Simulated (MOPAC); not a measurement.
MOPAC input (PM7):

```
PM7 1SCF UHF MS=0.5 GEO-OK AUX(PRECISION=9) THREADS=1
C3H6Cl

C     0.90001168 1   -0.66433439 1    0.02335932 1
C     2.36193785 1   -0.21789905 1    0.03889303 1
C    -0.02985148 1    0.48153405 1   -0.11870900 1
H     0.66048486 1   -1.21536743 1    0.93914298 1
H     0.74173108 1   -1.38036463 1   -0.79710809 1
H     3.02621892 1   -1.07787422 1    0.13048143 1
Cl   -1.72048215 1    0.22932973 1    0.03836588 1
H     2.62212239 1    0.30829953 1   -0.88178346 1
H     2.55810446 1    0.45311887 1    0.87669814 1
H     0.24694646 1    1.41777863 1   -0.58091097 1
```

Q: What heat of formation does the run end on, and which ionisation energy by Koopmans theorem?

A: 1.84 kcal/mol; 9.25 eV.
